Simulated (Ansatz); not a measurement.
# C2H7NS: the cost of one run

Program: Ansatz 0.2.0. Level of theory: RKS PBE0-D4/def2-SVP. These are calculated values, not measurements.

## 1. The starting structure

Bond lengths: N1–C2 1.421 Å, C2–C3 1.512 Å, C3–S4 1.791 Å, N1–H5 1.036 Å, N1–H6 1.090 Å, C2–H7 1.109 Å, C2–H8 1.049 Å, C3–H9 1.126 Å, C3–H10 1.130 Å, S4–H11 1.424 Å. Angles (14 of 16 angles, heavy atoms first): N1–C2–C3 110.4°, C2–C3–S4 115.8°, N1–C2–H7 108.7°, N1–C2–H8 111.2°, C3–C2–H7 108.7°, C3–C2–H8 109.5°, C2–N1–H5 112.5°, C2–N1–H6 109.4°, C2–C3–H9 109.7°, C2–C3–H10 109.6°, S4–C3–H9 108.4°, S4–C3–H10 109.2°, C3–S4–H11 93.7°, H7–C2–H8 108.3°.

Coordinates:

```xyz
11

N    -0.3553    1.3652   -0.5425
C    -0.2442    0.4469    0.5356
C     0.8325   -0.5751    0.2477
S     0.5447   -1.6341   -1.1675
H    -0.5127    0.8926   -1.4504
H    -1.2610    1.9594   -0.4194
H     0.0334    1.0059    1.4524
H    -1.1545   -0.0445    0.7119
H     1.8218   -0.0563    0.1080
H     1.0013   -1.2162    1.1623
H    -0.6407   -2.2006   -0.6175
```

## 2. Relaxing end A

The input, input.yaml:

```yaml
crystal:
  periodic: [false, false, false]
  atoms:
    - { symbol: "N", position_ang: [-0.3553, 1.3652, -0.5425] }
    - { symbol: C, position_ang: [-0.2442, 0.4469, 0.5356] }
    - { symbol: C, position_ang: [0.8325, -0.5751, 0.2477] }
    - { symbol: S, position_ang: [0.5447, -1.6341, -1.1675] }
    - { symbol: H, position_ang: [-0.5127, 0.8926, -1.4504] }
    - { symbol: H, position_ang: [-1.261, 1.9594, -0.4194] }
    - { symbol: H, position_ang: [0.0334, 1.0059, 1.4524] }
    - { symbol: H, position_ang: [-1.1545, -0.0445, 0.7119] }
    - { symbol: H, position_ang: [1.8218, -0.0563, 0.108] }
    - { symbol: H, position_ang: [1.0013, -1.2162, 1.1623] }
    - { symbol: H, position_ang: [-0.6407, -2.2006, -0.6175] }
basis:
  gaussian: { orbitals: def2-SVP }
hamiltonian:
  xc: pbe0
  dispersion: d4
relax:
  f_tol: 0.02
  max_steps: 50
output:
  orbitals: {}
```

Run with:

```console
$ ansatz run input.yaml --threads 2 --pin off --max-ram 3072MiB --backend cpu --events-out ev --progress --plain --runs-dir out
```

What time and memory should one allow on 2 threads of Arm Neoverse V1, shared host?

About 18 s, with a peak of 0.19 GiB.
